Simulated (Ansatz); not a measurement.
# CHAlN (quartet): wB97M-V, B2PLYP, RPA-PBE over vertical spin and charge gaps and displaced geometries, cc-pVDZ, part 1 of 2

How well do these functionals follow the top wave-function level for CHAlN (quartet) over vertical spin and charge gaps and displaced geometries?

Method: cc-pVDZ, all electrons in the functionals, frozen cores in the correlation of double hybrids and RPA; program: Ansatz 0.2.0, Gaussian basis.

To be run: wB97M-V, B2PLYP, RPA-PBE, at charge 0, quartet; charge 0, doublet; charge 0, sextet; charge 1, triplet; charge 1, quintet; displaced geometry v1; displaced geometry v2.

21 further runs of the same task are left out: 9 that didn't finish, 12 set aside as unsound or not needed.

## Step 1: What is computed

The geometry is a PBE0/def2-TZVP stationary point (not a proven minimum).

4 atoms, charge 0, spin multiplicity 4.

Atoms are counted from 1 here; the program's logs count them from 0.

Bond lengths: Al1–N2 1.818 Å, Al1–H4 1.595 Å, N2–C3 1.194 Å. Angles: N2–Al1–H4 111.0°, Al1–N2–C3 170.0°.

No dispersion term is added; wB97M-V holds VV10 nonlocal correlation.

The geometry shown and the zero of energy belong to the point charge 0, quartet. The yardstick, UCCSD(T), and other wave-function levels (R restricted, U unrestricted, valence and pair active spaces) come from earlier runs.

## Step 2: wB97M-V, charge 0, quartet

The input, in.yaml:

```yaml
crystal:
  periodic: [false, false, false]
  atoms:
    - {symbol: Al, position_ang: [0.000000, -0.111786, 1.121424]}
    - {symbol: N, position_ang: [0.000000, 0.097969, -0.684708]}
    - {symbol: C, position_ang: [0.000000, 0.027668, -1.876852]}
    - {symbol: H, position_ang: [0.000000, 1.301302, 1.860276]}
basis:
  gaussian: {orbitals: cc-pVDZ}
magnetization: {spin_polarized: true, initial_magnetization: 3}
hamiltonian: {xc: {name: wB97M-V}}
output: {forces: true, orbitals: {seedname: orbitals}}
```

Started as:

```sh
$ ansatz run in.yaml --threads 1 --pin off --events-out ev --progress --plain --max-ram 2393MiB
```

Log, shortened:

```text
Functional definition: wB97M-V
  name "wB97M-V"
  cite "Mardirossian & Head-Gordon, J. Chem. Phys. 144, 214110 (2016) doi:10.1063/1.4952647"
  cite "Becke, J. Chem. Phys. 107, 8554 (1997) doi:10.1063/1.475007"
  cite "Vydrov & Van Voorhis, J. Chem. Phys. 133, 244103 (2010) doi:10.1063/1.3521275"
  # Of w^i u^j: cxij and so on, Table III.
[...]
  gx(w, u) = 1 - cx + cx01*u + cx10*w
  gss(w, u) = css00 + css04*u^4 + css10*w + css20*w^2 + css43*w^4*u^3
  gos(w, u) = cos00 + cos10*w + (cos20 + cos21*u)*w^2 + (cos60 + cos61*u)*w^6
[...]
      + integral(e_c_pw_mod_opposite_spin*gos(b97_w_opposite, b97_u_opposite)) + vv10(b, c)
495 factors; integrals over basis functions are off by at most 1.0e-3 eV
155 factors; integrals over basis functions are off by at most 2.1e-5 eV
[...]
mean field -9132.36077197 eV, -335.6080682335 hartree, gradient 1.2e-5 eV, S^2 3.785651; 1 other end points of the search recorded, 0 dependent functions left out
[...]
reference -9132.36080806 eV, -335.6080695596 hartree; 15, 12 occupied and 36, 39 virtual orbitals, 495 factors
Total energy: -9132.36080806 eV, -335.6080695596 hartree
Atom 0 at     0.000000    -0.111786     1.121424 Å, force    -0.000000    -0.109380     0.610995 eV/Å
Atom 1 at     0.000000     0.097969    -0.684708 Å, force     0.000000     0.144493     0.543741 eV/Å
Atom 2 at     0.000000     0.027668    -1.876852 Å, force    -0.000000    -0.062561    -1.149916 eV/Å
Atom 3 at     0.000000     1.301302     1.860276 Å, force     0.000000     0.027447    -0.004820 eV/Å
Dipole moment:     0.000000    -0.111487    -0.309542 e Å
```

Run time: 12 s. Hardware: 1 thread of Arm Neoverse V1, shared host.

From the report: ⟨S²⟩ of the determinant 3.786 (pure quartet: 3.75).

## Step 3: wB97M-V, charge 0, doublet

Changes to in.yaml since step 2:

```diff
@@ -9,3 +9,3 @@
   gaussian: {orbitals: cc-pVDZ}
-magnetization: {spin_polarized: true, initial_magnetization: 3}
+magnetization: {spin_polarized: true, initial_magnetization: 1}
 hamiltonian: {xc: {name: wB97M-V}}
```

Same command.

Log, shortened:

```text
Functional definition: wB97M-V
  name "wB97M-V"
  cite "Mardirossian & Head-Gordon, J. Chem. Phys. 144, 214110 (2016) doi:10.1063/1.4952647"
  cite "Becke, J. Chem. Phys. 107, 8554 (1997) doi:10.1063/1.475007"
  cite "Vydrov & Van Voorhis, J. Chem. Phys. 133, 244103 (2010) doi:10.1063/1.3521275"
  # Of w^i u^j: cxij and so on, Table III.
[...]
  gx(w, u) = 1 - cx + cx01*u + cx10*w
  gss(w, u) = css00 + css04*u^4 + css10*w + css20*w^2 + css43*w^4*u^3
  gos(w, u) = cos00 + cos10*w + (cos20 + cos21*u)*w^2 + (cos60 + cos61*u)*w^6
[...]
      + integral(e_c_pw_mod_opposite_spin*gos(b97_w_opposite, b97_u_opposite)) + vv10(b, c)
495 factors; integrals over basis functions are off by at most 1.0e-3 eV
155 factors; integrals over basis functions are off by at most 2.1e-5 eV
[...]
mean field -9137.27873753 eV, -335.7888001342 hartree, gradient 4.4e-5 eV, S^2 0.751888; 0 other end points of the search recorded, 0 dependent functions left out
[...]
reference -9137.27877622 eV, -335.7888015561 hartree; 14, 13 occupied and 37, 38 virtual orbitals, 495 factors
Total energy: -9137.27877622 eV, -335.7888015561 hartree
Atom 0 at     0.000000    -0.111786     1.121424 Å, force     0.000000    -0.004245     0.527960 eV/Å
Atom 1 at     0.000000     0.097969    -0.684708 Å, force     0.000000    -0.077909    -1.393736 eV/Å
Atom 2 at     0.000000     0.027668    -1.876852 Å, force    -0.000000     0.054737     0.733505 eV/Å
Atom 3 at     0.000000     1.301302     1.860276 Å, force     0.000000     0.027417     0.132270 eV/Å
Dipole moment:     0.000000    -0.155667     0.653549 e Å
```

Run time: 8.5 s. Hardware: 1 thread of Arm Neoverse V1, shared host.

From the report: ⟨S²⟩ of the determinant 0.752 (pure doublet: 0.75).

From charge 0, quartet: -113.4 kcal/mol.

## Step 4: wB97M-V, charge 0, sextet

Changes to in.yaml since step 3:

```diff
@@ -9,3 +9,3 @@
   gaussian: {orbitals: cc-pVDZ}
-magnetization: {spin_polarized: true, initial_magnetization: 1}
+magnetization: {spin_polarized: true, initial_magnetization: 5}
 hamiltonian: {xc: {name: wB97M-V}}
```

The command is unchanged.

Log, shortened:

```text
Functional definition: wB97M-V
  name "wB97M-V"
  cite "Mardirossian & Head-Gordon, J. Chem. Phys. 144, 214110 (2016) doi:10.1063/1.4952647"
  cite "Becke, J. Chem. Phys. 107, 8554 (1997) doi:10.1063/1.475007"
  cite "Vydrov & Van Voorhis, J. Chem. Phys. 133, 244103 (2010) doi:10.1063/1.3521275"
  # Of w^i u^j: cxij and so on, Table III.
[...]
  gx(w, u) = 1 - cx + cx01*u + cx10*w
  gss(w, u) = css00 + css04*u^4 + css10*w + css20*w^2 + css43*w^4*u^3
  gos(w, u) = cos00 + cos10*w + (cos20 + cos21*u)*w^2 + (cos60 + cos61*u)*w^6
[...]
      + integral(e_c_pw_mod_opposite_spin*gos(b97_w_opposite, b97_u_opposite)) + vv10(b, c)
495 factors; integrals over basis functions are off by at most 1.0e-3 eV
155 factors; integrals over basis functions are off by at most 2.1e-5 eV
[...]
mean field -9126.44870245 eV, -335.3908036858 hartree, gradient 1.0e-5 eV, S^2 8.760139; 1 other end points of the search recorded, 0 dependent functions left out
[...]
reference -9126.44873858 eV, -335.3908050136 hartree; 16, 11 occupied and 35, 40 virtual orbitals, 495 factors
Total energy: -9126.44873858 eV, -335.3908050136 hartree
Atom 0 at     0.000000    -0.111786     1.121424 Å, force     0.000000    -0.124099     0.675574 eV/Å
Atom 1 at     0.000000     0.097969    -0.684708 Å, force     0.000000     0.549657    15.033552 eV/Å
Atom 2 at     0.000000     0.027668    -1.876852 Å, force    -0.000000    -0.632458   -15.782725 eV/Å
Atom 3 at     0.000000     1.301302     1.860276 Å, force     0.000000     0.206899     0.073599 eV/Å
Dipole moment:     0.000000    -0.123128    -0.113410 e Å
```

Wall time 23 s (1 thread of Arm Neoverse V1, shared host).

From the report: ⟨S²⟩ of the determinant 8.760 (pure sextet: 8.75).

From charge 0, quartet: +136.3 kcal/mol.

## Step 5: wB97M-V, charge 1, triplet

Changes to in.yaml since step 4:

```diff
@@ -9,4 +9,5 @@
   gaussian: {orbitals: cc-pVDZ}
-magnetization: {spin_polarized: true, initial_magnetization: 5}
+total_charge: 1
+magnetization: {spin_polarized: true, initial_magnetization: 2}
 hamiltonian: {xc: {name: wB97M-V}}
-output: {forces: true, orbitals: {seedname: orbitals}}
+output: {orbitals: {seedname: orbitals}}
```

Same command.

Log, shortened:

```text
Functional definition: wB97M-V
  name "wB97M-V"
  cite "Mardirossian & Head-Gordon, J. Chem. Phys. 144, 214110 (2016) doi:10.1063/1.4952647"
  cite "Becke, J. Chem. Phys. 107, 8554 (1997) doi:10.1063/1.475007"
  cite "Vydrov & Van Voorhis, J. Chem. Phys. 133, 244103 (2010) doi:10.1063/1.3521275"
  # Of w^i u^j: cxij and so on, Table III.
[...]
  gx(w, u) = 1 - cx + cx01*u + cx10*w
  gss(w, u) = css00 + css04*u^4 + css10*w + css20*w^2 + css43*w^4*u^3
  gos(w, u) = cos00 + cos10*w + (cos20 + cos21*u)*w^2 + (cos60 + cos61*u)*w^6
[...]
      + integral(e_c_pw_mod_opposite_spin*gos(b97_w_opposite, b97_u_opposite)) + vv10(b, c)
495 factors; integrals over basis functions are off by at most 1.0e-3 eV
155 factors; integrals over basis functions are off by at most 2.1e-5 eV
[...]
mean field -9126.11108437 eV, -335.3783964505 hartree, gradient 4.9e-5 eV, S^2 2.034183; 2 other end points of the search recorded, 0 dependent functions left out
reference -9126.11112314 eV, -335.3783978752 hartree; 14, 12 occupied and 37, 39 virtual orbitals, 495 factors
Total energy: -9126.11112314 eV, -335.3783978752 hartree
```

It took 11 s on 1 thread of Arm Neoverse V1, shared host.

From the report: ⟨S²⟩ of the determinant 2.034 (pure triplet: 2.00).

From charge 0, quartet: +144.1 kcal/mol.

## Step 6: wB97M-V, charge 1, quintet

Changes to in.yaml since step 5:

```diff
@@ -10,3 +10,3 @@
 total_charge: 1
-magnetization: {spin_polarized: true, initial_magnetization: 2}
+magnetization: {spin_polarized: true, initial_magnetization: 4}
 hamiltonian: {xc: {name: wB97M-V}}
```

Same command.

Log, shortened:

```text
Functional definition: wB97M-V
  name "wB97M-V"
  cite "Mardirossian & Head-Gordon, J. Chem. Phys. 144, 214110 (2016) doi:10.1063/1.4952647"
  cite "Becke, J. Chem. Phys. 107, 8554 (1997) doi:10.1063/1.475007"
  cite "Vydrov & Van Voorhis, J. Chem. Phys. 133, 244103 (2010) doi:10.1063/1.3521275"
  # Of w^i u^j: cxij and so on, Table III.
[...]
  gx(w, u) = 1 - cx + cx01*u + cx10*w
  gss(w, u) = css00 + css04*u^4 + css10*w + css20*w^2 + css43*w^4*u^3
  gos(w, u) = cos00 + cos10*w + (cos20 + cos21*u)*w^2 + (cos60 + cos61*u)*w^6
[...]
      + integral(e_c_pw_mod_opposite_spin*gos(b97_w_opposite, b97_u_opposite)) + vv10(b, c)
495 factors; integrals over basis functions are off by at most 1.0e-3 eV
155 factors; integrals over basis functions are off by at most 2.1e-5 eV
[...]
mean field -9120.63013352 eV, -335.1769752217 hartree, gradient 4.0e-5 eV, S^2 6.045500; 2 other end points of the search recorded, 0 dependent functions left out
reference -9120.63017008 eV, -335.1769765654 hartree; 15, 11 occupied and 36, 40 virtual orbitals, 495 factors
Total energy: -9120.63017008 eV, -335.1769765654 hartree
```

It took 9 s on 1 thread of Arm Neoverse V1, shared host.

From the report: ⟨S²⟩ of the determinant 6.046 (pure quintet: 6.00).

From charge 0, quartet: +270.5 kcal/mol.

## Step 7: wB97M-V, displaced geometry v1

The input, in.yaml:

```yaml
crystal:
  periodic: [false, false, false]
  atoms:
    - {symbol: Al, position_ang: [-0.009227, -0.116833, 1.136721]}
    - {symbol: N, position_ang: [-0.010060, 0.076779, -0.680564]}
    - {symbol: C, position_ang: [0.037904, 0.065788, -1.915321]}
    - {symbol: H, position_ang: [-0.064873, 1.276608, 1.851609]}
basis:
  gaussian: {orbitals: cc-pVDZ}
magnetization: {spin_polarized: true, initial_magnetization: 3}
hamiltonian: {xc: {name: wB97M-V}}
output: {orbitals: {seedname: orbitals}}
```

Same command.

Log, shortened:

```text
Functional definition: wB97M-V
  name "wB97M-V"
  cite "Mardirossian & Head-Gordon, J. Chem. Phys. 144, 214110 (2016) doi:10.1063/1.4952647"
  cite "Becke, J. Chem. Phys. 107, 8554 (1997) doi:10.1063/1.475007"
  cite "Vydrov & Van Voorhis, J. Chem. Phys. 133, 244103 (2010) doi:10.1063/1.3521275"
  # Of w^i u^j: cxij and so on, Table III.
[...]
  gx(w, u) = 1 - cx + cx01*u + cx10*w
  gss(w, u) = css00 + css04*u^4 + css10*w + css20*w^2 + css43*w^4*u^3
  gos(w, u) = cos00 + cos10*w + (cos20 + cos21*u)*w^2 + (cos60 + cos61*u)*w^6
[...]
      + integral(e_c_pw_mod_opposite_spin*gos(b97_w_opposite, b97_u_opposite)) + vv10(b, c)
497 factors; integrals over basis functions are off by at most 9.5e-4 eV
155 factors; integrals over basis functions are off by at most 2.3e-5 eV
[...]
mean field -9132.33123230 eV, -335.6069826708 hartree, gradient 2.3e-5 eV, S^2 3.790801; 6 other end points of the search recorded, 0 dependent functions left out
reference -9132.33126881 eV, -335.6069840124 hartree; 15, 12 occupied and 36, 39 virtual orbitals, 497 factors
Total energy: -9132.33126881 eV, -335.6069840124 hartree
```

Wall time 14 s (1 thread of Arm Neoverse V1, shared host).

From the report: ⟨S²⟩ of the determinant 3.791 (pure quartet: 3.75).

From charge 0, quartet: +0.7 kcal/mol.

## Step 8: wB97M-V, displaced geometry v2

The input, in.yaml:

```yaml
crystal:
  periodic: [false, false, false]
  atoms:
    - {symbol: Al, position_ang: [0.062483, -0.107129, 1.117255]}
    - {symbol: N, position_ang: [-0.102391, 0.111000, -0.677284]}
    - {symbol: C, position_ang: [-0.025771, 0.008275, -1.877608]}
    - {symbol: H, position_ang: [0.057338, 1.226639, 1.877734]}
basis:
  gaussian: {orbitals: cc-pVDZ}
magnetization: {spin_polarized: true, initial_magnetization: 3}
hamiltonian: {xc: {name: wB97M-V}}
output: {forces: true, orbitals: {seedname: orbitals}}
```

Launched as before.

Log, shortened:

```text
Functional definition: wB97M-V
  name "wB97M-V"
  cite "Mardirossian & Head-Gordon, J. Chem. Phys. 144, 214110 (2016) doi:10.1063/1.4952647"
  cite "Becke, J. Chem. Phys. 107, 8554 (1997) doi:10.1063/1.475007"
  cite "Vydrov & Van Voorhis, J. Chem. Phys. 133, 244103 (2010) doi:10.1063/1.3521275"
  # Of w^i u^j: cxij and so on, Table III.
[...]
  gx(w, u) = 1 - cx + cx01*u + cx10*w
  gss(w, u) = css00 + css04*u^4 + css10*w + css20*w^2 + css43*w^4*u^3
  gos(w, u) = cos00 + cos10*w + (cos20 + cos21*u)*w^2 + (cos60 + cos61*u)*w^6
[...]
      + integral(e_c_pw_mod_opposite_spin*gos(b97_w_opposite, b97_u_opposite)) + vv10(b, c)
495 factors; integrals over basis functions are off by at most 1.0e-3 eV
155 factors; integrals over basis functions are off by at most 1.8e-5 eV
[...]
mean field -9132.32503346 eV, -335.6067548675 hartree, gradient 4.3e-5 eV, S^2 3.787110; 4 other end points of the search recorded, 0 dependent functions left out
[...]
reference -9132.32506978 eV, -335.6067562020 hartree; 15, 12 occupied and 36, 39 virtual orbitals, 495 factors
Total energy: -9132.32506978 eV, -335.6067562020 hartree
Atom 0 at     0.062483    -0.107129     1.117255 Å, force    -0.020244    -0.828564     0.200181 eV/Å
Atom 1 at    -0.102391     0.111000    -0.677284 Å, force     0.227563     0.091534    -0.344149 eV/Å
Atom 2 at    -0.025771     0.008275    -1.877608 Å, force    -0.170876    -0.002388    -0.236587 eV/Å
Atom 3 at     0.057338     1.226639     1.877734 Å, force    -0.036444     0.739417     0.380555 eV/Å
Dipole moment:     0.034692    -0.096122    -0.266283 e Å
```

Wall time 14 s (1 thread of Arm Neoverse V1, shared host).

From the report: ⟨S²⟩ of the determinant 3.787 (pure quartet: 3.75).

From charge 0, quartet: +0.8 kcal/mol.

## Step 9: B2PLYP, charge 0, quartet

The input, in.yaml:

```yaml
crystal:
  periodic: [false, false, false]
  atoms:
    - {symbol: Al, position_ang: [0.000000, -0.111786, 1.121424]}
    - {symbol: N, position_ang: [0.000000, 0.097969, -0.684708]}
    - {symbol: C, position_ang: [0.000000, 0.027668, -1.876852]}
    - {symbol: H, position_ang: [0.000000, 1.301302, 1.860276]}
basis:
  gaussian: {orbitals: cc-pVDZ}
magnetization: {spin_polarized: true, initial_magnetization: 3}
hamiltonian: {xc: {name: B2PLYP}}
correlation: {electrons: outside_noble_gas}
```

The command is unchanged.

Log, shortened:

```text
Functional definition: B2PLYP
  name "B2PLYP"
  cite "Grimme, J. Chem. Phys. 124, 034108 (2006) doi:10.1063/1.2148954"
  cite "Becke, Phys. Rev. A 38, 3098 (1988) doi:10.1103/PhysRevA.38.3098"
  cite "Lee, Yang & Parr, Phys. Rev. B 37, 785 (1988) doi:10.1103/PhysRevB.37.785"
[...]
495 factors; integrals over basis functions are off by at most 1.0e-3 eV
[...]
mean field -9125.42217438 eV, -335.3530794750 hartree, gradient 7.3e-6 eV, S^2 3.825812; 2 other end points of the search recorded, 0 dependent functions left out
7 core orbitals not correlated: weight in the atoms' cores, before any rotation towards them, 1.000 or more for the frozen orbitals, at most 0.000 for the correlated occupied ones
reference -9125.42230775 eV, -335.3530843763 hartree; 8, 5 occupied and 36, 39 virtual orbitals, 495 factors
second order -10.12433879 eV of doubles, -0.00000000 eV of singles
Total energy: -9128.15587922 eV, -335.4535412751 hartree
```

Run time: 2.8 s. Hardware: 1 thread of Arm Neoverse V1, shared host.

From the report: ⟨S²⟩ of the determinant 3.826 (pure quartet: 3.75).

## Step 10: B2PLYP, charge 0, doublet

Changes to in.yaml since step 9:

```diff
@@ -9,3 +9,3 @@
   gaussian: {orbitals: cc-pVDZ}
-magnetization: {spin_polarized: true, initial_magnetization: 3}
+magnetization: {spin_polarized: true, initial_magnetization: 1}
 hamiltonian: {xc: {name: B2PLYP}}
```

Same command.

Log, shortened:

```text
Functional definition: B2PLYP
  name "B2PLYP"
  cite "Grimme, J. Chem. Phys. 124, 034108 (2006) doi:10.1063/1.2148954"
  cite "Becke, Phys. Rev. A 38, 3098 (1988) doi:10.1103/PhysRevA.38.3098"
  cite "Lee, Yang & Parr, Phys. Rev. B 37, 785 (1988) doi:10.1103/PhysRevB.37.785"
[...]
495 factors; integrals over basis functions are off by at most 1.0e-3 eV
[...]
mean field -9129.96356141 eV, -335.5199723701 hartree, gradient 6.6e-6 eV, S^2 0.754611; 0 other end points of the search recorded, 0 dependent functions left out
7 core orbitals not correlated: weight in the atoms' cores, before any rotation towards them, 1.000 or more for the frozen orbitals, at most 0.000 for the correlated occupied ones
reference -9129.96369169 eV, -335.5199771579 hartree; 7, 6 occupied and 37, 38 virtual orbitals, 495 factors
second order -10.59150863 eV of doubles, -0.00000000 eV of singles
Total energy: -9132.82339902 eV, -335.6250694639 hartree
```

Wall time 2.1 s (1 thread of Arm Neoverse V1, shared host).

From the report: ⟨S²⟩ of the determinant 0.755 (pure doublet: 0.75).

From charge 0, quartet: -107.6 kcal/mol.

## Step 11: B2PLYP, charge 0, sextet

Changes to in.yaml since step 10:

```diff
@@ -9,3 +9,3 @@
   gaussian: {orbitals: cc-pVDZ}
-magnetization: {spin_polarized: true, initial_magnetization: 1}
+magnetization: {spin_polarized: true, initial_magnetization: 5}
 hamiltonian: {xc: {name: B2PLYP}}
```

Launched as before.

Log, shortened:

```text
Functional definition: B2PLYP
  name "B2PLYP"
  cite "Grimme, J. Chem. Phys. 124, 034108 (2006) doi:10.1063/1.2148954"
  cite "Becke, Phys. Rev. A 38, 3098 (1988) doi:10.1103/PhysRevA.38.3098"
  cite "Lee, Yang & Parr, Phys. Rev. B 37, 785 (1988) doi:10.1103/PhysRevB.37.785"
[...]
495 factors; integrals over basis functions are off by at most 1.0e-3 eV
[...]
mean field -9120.17811798 eV, -335.1603639572 hartree, gradient 6.2e-6 eV, S^2 8.768455; 4 other end points of the search recorded, 0 dependent functions left out
7 core orbitals not correlated: weight in the atoms' cores, before any rotation towards them, 1.000 or more for the frozen orbitals, at most 0.000 for the correlated occupied ones
reference -9120.17824477 eV, -335.1603686166 hartree; 9, 4 occupied and 35, 40 virtual orbitals, 495 factors
second order -7.57781850 eV of doubles, -0.00000000 eV of singles
Total energy: -9122.22425577 eV, -335.2355581338 hartree
```

It took 7.5 s on 1 thread of Arm Neoverse V1, shared host.

From the report: ⟨S²⟩ of the determinant 8.768 (pure sextet: 8.75).

From charge 0, quartet: +136.8 kcal/mol.

## Step 12: B2PLYP, charge 1, triplet

Changes to in.yaml since step 11:

```diff
@@ -9,3 +9,4 @@
   gaussian: {orbitals: cc-pVDZ}
-magnetization: {spin_polarized: true, initial_magnetization: 5}
+total_charge: 1
+magnetization: {spin_polarized: true, initial_magnetization: 2}
 hamiltonian: {xc: {name: B2PLYP}}
```

Same command.

Log, shortened:

```text
Functional definition: B2PLYP
  name "B2PLYP"
  cite "Grimme, J. Chem. Phys. 124, 034108 (2006) doi:10.1063/1.2148954"
  cite "Becke, Phys. Rev. A 38, 3098 (1988) doi:10.1103/PhysRevA.38.3098"
  cite "Lee, Yang & Parr, Phys. Rev. B 37, 785 (1988) doi:10.1103/PhysRevB.37.785"
[...]
495 factors; integrals over basis functions are off by at most 1.0e-3 eV
[...]
mean field -9119.20539495 eV, -335.1246170450 hartree, gradient 7.1e-6 eV, S^2 2.091412; 1 other end points of the search recorded, 0 dependent functions left out
7 core orbitals not correlated: weight in the atoms' cores, before any rotation towards them, 1.000 or more for the frozen orbitals, at most 0.000 for the correlated occupied ones
reference -9119.20553318 eV, -335.1246221248 hartree; 7, 5 occupied and 37, 39 virtual orbitals, 495 factors
second order -10.10714892 eV of doubles, -0.00000000 eV of singles
Total energy: -9121.93446339 eV, -335.2249084603 hartree
```

Wall time 3.4 s (1 thread of Arm Neoverse V1, shared host).

From the report: ⟨S²⟩ of the determinant 2.091 (pure triplet: 2.00).

From charge 0, quartet: +143.5 kcal/mol.

## Step 13: B2PLYP, charge 1, quintet

Changes to in.yaml since step 12:

```diff
@@ -10,3 +10,3 @@
 total_charge: 1
-magnetization: {spin_polarized: true, initial_magnetization: 2}
+magnetization: {spin_polarized: true, initial_magnetization: 4}
 hamiltonian: {xc: {name: B2PLYP}}
```

Same command.

Log, shortened:

```text
Functional definition: B2PLYP
  name "B2PLYP"
  cite "Grimme, J. Chem. Phys. 124, 034108 (2006) doi:10.1063/1.2148954"
  cite "Becke, Phys. Rev. A 38, 3098 (1988) doi:10.1103/PhysRevA.38.3098"
  cite "Lee, Yang & Parr, Phys. Rev. B 37, 785 (1988) doi:10.1103/PhysRevB.37.785"
[...]
495 factors; integrals over basis functions are off by at most 1.0e-3 eV
[...]
mean field -9114.19421329 eV, -334.9404595158 hartree, gradient 5.3e-6 eV, S^2 6.097697; 2 other end points of the search recorded, 0 dependent functions left out
7 core orbitals not correlated: weight in the atoms' cores, before any rotation towards them, 1.000 or more for the frozen orbitals, at most 0.000 for the correlated occupied ones
reference -9114.19434972 eV, -334.9404645293 hartree; 8, 4 occupied and 36, 40 virtual orbitals, 495 factors
second order -9.16673055 eV of doubles, -0.00000000 eV of singles
Total energy: -9116.66936696 eV, -335.0314197355 hartree
```

Wall time 3.2 s (1 thread of Arm Neoverse V1, shared host).

From the report: ⟨S²⟩ of the determinant 6.098 (pure quintet: 6.00).

From charge 0, quartet: +264.9 kcal/mol.

(Continued in part 2 of 2.)
